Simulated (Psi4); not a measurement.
Psi4 input (wB97X-D/6-311+G**):

```
memory 1500 MB

molecule {
-1 1
C     0.11017686   -0.00298019    1.00069413
C     0.00657930   -0.64353847   -0.44488908
C    -0.02122354    0.64794511   -0.43798179
H    -0.92943803   -0.02760792    1.42083811
H     0.21074686   -1.50598837   -1.07199433
H     0.14549544    1.52503758   -1.05578336
symmetry c1
no_reorient
no_com
}

set {
  basis 6-311+G**
  reference rks
  scf_type pk
  dft_radial_points 99
  dft_spherical_points 590
  e_convergence 1e-8
  d_convergence 1e-7
  maxiter 150
}

e = energy('wb97x-d')
print_out(f'\nFINAL {e:.10f} DIPOLE {variable("CURRENT DIPOLE")[0]:.6f} {variable("CURRENT DIPOLE")[1]:.6f} {variable("CURRENT DIPOLE")[2]:.6f}\n')
```

Output:

```
   => Loading Basis Set <=

    Name: 6-311+G**
    Role: ORBITAL
    Keyword: BASIS
    atoms 1-3 entry C          line   129 file 6-311pgss.gbs
    atoms 4-6 entry H          line    42 file 6-311pgss.gbs

   => WB97X-D: Empirical Dispersion <=

    Chai and Head-Gordon Dispersion Correction
    Chai, J.-D.; Head-Gordon, M. (2010), J. Chem. Phys., 132: 6615-6620

        s6 =       1.000000

         ---------------------------------------------------------
                                   SCF
               by Justin Turney, Rob Parrish, Andy Simmonett
                          and Daniel G. A. Smith
                              RKS Reference
         ---------------------------------------------------------

  ==> Geometry <==

    Molecular point group: c1
    Full point group: C1

    Geometry (in Angstrom), charge = -1, multiplicity = 1:

       Center              X                  Y                   Z               Mass
    ------------   -----------------  -----------------  -----------------  -----------------
         C            0.110176860000    -0.002980190000     1.000694130000    12.000000000000
         C            0.006579300000    -0.643538470000    -0.444889080000    12.000000000000
         C           -0.021223540000     0.647945110000    -0.437981790000    12.000000000000
         H           -0.929438030000    -0.027607920000     1.420838110000     1.007825032230
         H            0.210746860000    -1.505988370000    -1.071994330000     1.007825032230
         H            0.145495440000     1.525037580000    -1.055783360000     1.007825032230

  Running in c1 symmetry.

  Rotational constants: A =      1.07227  B =      0.76306  C =      0.47274 [cm^-1]
  Rotational constants: A =  32145.91342  B =  22875.96960  C =  14172.43306 [MHz]
  Nuclear repulsion =   56.195929397750440

  Charge       = -1
  Multiplicity = 1
  Electrons    = 22
  Nalpha       = 11
  Nbeta        = 11

  ==> Algorithm <==

  SCF Algorithm Type is PK.
  DIIS enabled.
  MOM disabled.
  Fractional occupation disabled.
  Guess Type is SAD.
  Energy threshold   = 1.00e-08
  Density threshold  = 1.00e-07
  Integral threshold = 1.00e-12

  ==> Primary Basis <==

  Basis Set: 6-311+G**
    Blend: 6-311+G**
    Number of shells: 42
    Number of basis functions: 84
    Number of Cartesian functions: 87
    Spherical Harmonics?: true
    Max angular momentum: 2

  ==> DFT Potential <==

   => LibXC <=

    Version 7.1.2
    S. Lehtola, C. Steigemann, M. J. T. Oliveira, and M. A. L. Marques,  SoftwareX 7, 1–5 (2018) (10.1016/j.softx.2017.11.002)

   => Composite Functional: WB97X-D <=

    wB97X-D Hyb-GGA Exchange-Correlation Functional

    J.-D. Chai and M. Head-Gordon,  Phys. Chem. Chem. Phys. 10, 6615–6620 (2008) (10.1039/B810189B)

    Deriv               =              1
    GGA                 =           TRUE
    Meta                =          FALSE

    Exchange Hybrid     =           TRUE
    MP2 Hybrid          =          FALSE

   => Exchange-Correlation Functionals <=

    1.0000   wB97X-D range-separated functional

   => Exact (HF) Exchange <=

    0.7780            HF,LR [omega = 0.2000]
    0.2220               HF

   => LibXC Density Thresholds  <==

    XC_HYB_GGA_XC_WB97X_D:  1.00E-14

   => Molecular Quadrature <=

    Radial Scheme          =       TREUTLER
    Pruning Scheme         =           NONE
    Nuclear Scheme         =       TREUTLER

    Blocking Scheme        =         OCTREE
    BS radius alpha        =              1
    Pruning alpha          =              1
    Radial Points          =             99
    Spherical Points       =            590
    Total Points           =         338965
    Total Blocks           =           2468
    Max Points             =            256
    Max Functions          =             84
    Weights Tolerance      =       1.00E-15

  ==> Integral Setup <==

  Using in-core PK algorithm.
   Calculation information:
      Number of atoms:                   6
      Number of AO shells:              42
      Number of primitives:             75
      Number of atomic orbitals:        87
      Number of basis functions:        84

      Integral cutoff                 1.00e-12
      Number of threads:                 1

  Performing in-core PK
  Using 19122705 doubles for integral storage.
  We computed 407188 shell quartets total.
  Whereas there are 408156 unique shell quartets.

  Computing range-separated integrals for PK
  We computed 407188 wK shell quartets total.
  Whereas there are 408156 wK unique shell quartets.

  ==> DiskJK: Disk-Based J/K Matrices <==

    J tasked:                  Yes
    K tasked:                  Yes
    wK tasked:                 Yes
    Omega:               2.000E-01
    Schwarz Cutoff:          1E-12


  Cached 50.0% of DFT collocation blocks in 0.377 [GiB].

  Minimum eigenvalue in the overlap matrix is 1.2693384604E-04.
  Reciprocal condition number of the overlap matrix is 1.6412532034E-05.
    Using symmetric orthogonalization.

  ==> Pre-Iterations <==

  SCF Guess: Superposition of Atomic Densities via on-the-fly atomic UHF (no occupation information).

   -------------------------
    Irrep   Nso     Nmo
   -------------------------
     A         84      84
   -------------------------
    Total      84      84
   -------------------------

  ==> Iterations <==

                        Total Energy        Delta E     RMS |[F,P]|

   @RKS iter SAD:  -115.18447521966193   -1.15184e+02   0.00000e+00
   @RKS iter   1:  -115.57925040776314   -3.94775e-01   8.90863e-03 ADIIS/DIIS
   @RKS iter   2:  -114.84517537128184    7.34075e-01   1.32725e-02 ADIIS/DIIS
   @RKS iter   3:  -115.88409947760675   -1.03892e+00   2.64656e-03 ADIIS/DIIS
   @RKS iter   4:  -115.91440749828068   -3.03080e-02   9.17993e-04 ADIIS/DIIS
   @RKS iter   5:  -115.91869594638028   -4.28845e-03   1.89960e-04 ADIIS/DIIS
   @RKS iter   6:  -115.91919999671038   -5.04050e-04   7.80393e-05 DIIS
   @RKS iter   7:  -115.91932208701125   -1.22090e-04   3.34066e-05 DIIS
   @RKS iter   8:  -115.91935101003719   -2.89230e-05   1.00067e-05 DIIS
   @RKS iter   9:  -115.91935610400056   -5.09396e-06   3.09061e-06 DIIS
   @RKS iter  10:  -115.91935638180007   -2.77800e-07   1.22356e-06 DIIS
   @RKS iter  11:  -115.91935640499899   -2.31989e-08   2.58680e-07 DIIS
   @RKS iter  12:  -115.91935640684656   -1.84757e-09   5.39451e-08 DIIS
  Energy and wave function converged.

  ==> Post-Iterations <==

   Electrons on quadrature grid:
      Ntotal   =   22.0000003525 ; deviation = 3.525e-07

    Orbital Energies [Eh]
    ---------------------

    Doubly Occupied:

       1A    -10.082179     2A    -10.080957     3A    -10.040313
       4A     -0.718564     5A     -0.446798     6A     -0.442828
       7A     -0.338208     8A     -0.233203     9A     -0.150780
      10A     -0.124589    11A     -0.006400

    Virtual:

      12A      0.201535    13A      0.205526    14A      0.238015
      15A      0.242171    16A      0.258428    17A      0.281376
      18A      0.281692    19A      0.297833    20A      0.312299
      21A      0.317876    22A      0.341051    23A      0.379490
      24A      0.381398    25A      0.414471    26A      0.419571
      27A      0.479950    28A      0.482971    29A      0.524470
      30A      0.634505    31A      0.665175    32A      0.744915
      33A      0.780993    34A      0.809728    35A      0.821602
      36A      0.854292    37A      0.869528    38A      0.900643
      39A      0.947497    40A      0.953053    41A      0.972205
      42A      1.065321    43A      1.096777    44A      1.153679
      45A      1.171912    46A      1.369899    47A      1.440293
      48A      1.478423    49A      1.620116    50A      1.668385
      51A      1.701526    52A      1.714633    53A      1.824116
      54A      1.913980    55A      1.962222    56A      1.999306
      57A      2.079776    58A      2.108326    59A      2.144232
      60A      2.190872    61A      2.302051    62A      2.335760
      63A      2.430354    64A      2.500243    65A      2.606421
      66A      2.787308    67A      2.787575    68A      2.815931
      69A      2.931725    70A      2.946436    71A      3.013376
      72A      3.092092    73A      3.138566    74A      3.217070
      75A      3.239639    76A      3.342480    77A      3.486092
      78A      3.744815    79A      3.843468    80A      4.299614
      81A      4.324240    82A     23.962876    83A     24.059840
      84A     24.817397

    Final Occupation by Irrep:
              A
    DOCC [    11 ]
    NA   [    11 ]
    NB   [    11 ]

  @RKS Final Energy:  -115.91935640684656

   => Energetics <=

    Nuclear Repulsion Energy =             56.1959293977504402
    One-Electron Energy =                -270.8466886674167426
    Two-Electron Energy =                 110.6270220433039952
    DFT Exchange-Correlation Energy =     -11.8948323352699656
    Empirical Dispersion Energy =          -0.0007868452142805
    VV10 Nonlocal Energy =                  0.0000000000000000
    Total Energy =                       -115.9193564068465605

Computation Completed

Properties will be evaluated at   0.000000,   0.000000,   0.000000 [a0]

Properties computed using the SCF density matrix

 Multipole Moments:

 ------------------------------------------------------------------------------------
     Multipole            Electronic (a.u.)      Nuclear  (a.u.)        Total (a.u.)
 ------------------------------------------------------------------------------------

 L = 1.  Multiply by 2.5417464519 to convert [e a0] to [Debye]
 Dipole X            :         -0.6399786           -0.0000000           -0.6399786
 Dipole Y            :         -0.0038074           -0.0000000           -0.0038074
 Dipole Z            :         -1.8640766           -0.0000000           -1.8640766
 Magnitude           :                                                    1.9708802

 ------------------------------------------------------------------------------------

FINAL -115.9193564068 DIPOLE -0.639979 -0.003807 -1.864077

*** Psi4 exiting successfully. Buy a developer a beer!
```

The dipole moment of an ion depends on the origin.

The geometry given is a B3LYP-D3(BJ)/def2-TZVP minimum.
